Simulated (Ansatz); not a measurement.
# AlBH2 (quintet): the correlation ladder, cc-pVTZ

An exercise on one series of results from a longer session: the logs are not shown, and one member is left open.

Method: cc-pVTZ, core rule «outside noble gas», up to 6 orbitals frozen; program: Ansatz 0.2.0, Gaussian basis.

The runs, in order: UHF; CCSD(T) on ROHF; CCSD(T) on UHF; BCCD(T) on ROHF; CCSDT(Q) on ROHF; CCSDT(Q) on UHF; CASSCF and MRCISD+Q, 8 electrons in 10 orbitals; CASSCF and MRCISD+Q(relaxed), 8 electrons in 10 orbitals; CASSCF and NEVPT2, 8 electrons in 10 orbitals.

10 further runs of the same task are left out: 4 for a known fault of the program, 6 set aside as unsound or not needed. Runs told in other sessions of the task aren't counted.

## The geometry

The geometry is a PBE0/def2-TZVP stationary point (not a proven minimum) of the parent state, kept for this charge and spin.

4 atoms, charge 0, spin multiplicity 5.

Atoms are counted from 1 here; the program's logs count them from 0.

Bond lengths: B1–Al2 1.909 Å, B1–H3 1.183 Å, Al2–H4 1.571 Å. Angles: Al2–B1–H3 180.0°, B1–Al2–H4 180.0°.

Coordinates:

```xyz
4
charge 0, multiplicity 5
B     0.0000    0.0000    1.0513
Al    0.0000    0.0000   -0.8575
H     0.0000    0.0000    2.2344
H     0.0000    0.0000   -2.4283
```

The first run:

Input file in.yaml:

```yaml
crystal:
  periodic: [false, false, false]
  atoms:
    - {symbol: B, position_ang: [0.000000, 0.000000, 1.051329]}
    - {symbol: Al, position_ang: [0.000000, 0.000000, -0.857484]}
    - {symbol: H, position_ang: [0.000000, 0.000000, 2.234417]}
    - {symbol: H, position_ang: [0.000000, 0.000000, -2.428262]}
basis:
  gaussian: {orbitals: cc-pVTZ}
magnetization: {spin_polarized: true, initial_magnetization: 4}
hamiltonian: {xc: hf}
output: {orbitals: {seedname: orbitals}}
```

Started as:

```
$ ansatz run in.yaml --threads 1 --pin off --events-out ev --progress --plain --max-ram 2816MiB --backend cpu
```

Among the steps run: UHF; CCSD(T) on ROHF; CCSD(T) on UHF; BCCD(T) on ROHF; CCSDT(Q) on ROHF; CCSDT(Q) on UHF; CASSCF and MRCISD+Q, 8 electrons in 10 orbitals; CASSCF and MRCISD+Q(relaxed), 8 electrons in 10 orbitals; CASSCF and NEVPT2, 8 electrons in 10 orbitals.

One of the session's tables, all rows but one given; the rest of the session is left out.

```
                   method  from RCCSDT(Q) (kJ/mol)
                     ROHF                   +431.5
                      UHF                   +420.8
                     RMP2                   +111.8
                     UMP2                   +111.3
                    RCCSD                    +25.6
                    UCCSD                    +25.0
                 RCCSD(T)                     +6.9
                 UCCSD(T)                     +6.8
                  BCCD(T)                     +6.3
                   RCCSDT                     +1.1
                   UCCSDT                        ?
                RCCSDT(Q)                        0
                UCCSDT(Q)                     -0.3
           CASSCF valence                   +283.7
           NEVPT2 valence                    +75.1
           MRCISD valence                    +21.3
         MRCISD+Q valence                     +4.9
MRCISD+Q(relaxed) valence                     -0.3
```

**Question.** Estimate the row for UCCSDT.

**Answer.** from RCCSDT(Q) (kJ/mol): +0.9. In the column «from RCCSDT(Q) (kJ/mol)» it lies between RCCSDT(Q) (0) and RCCSDT (+1.1).

To keep in mind: Warnings: coupled cluster took another determinant than the lowest; large T1 diagnostic. Restricted and unrestricted rows rest on different reference determinants; a gap between their highest levels can come from leftover correlation error, from unlike frozen cores or from another state.
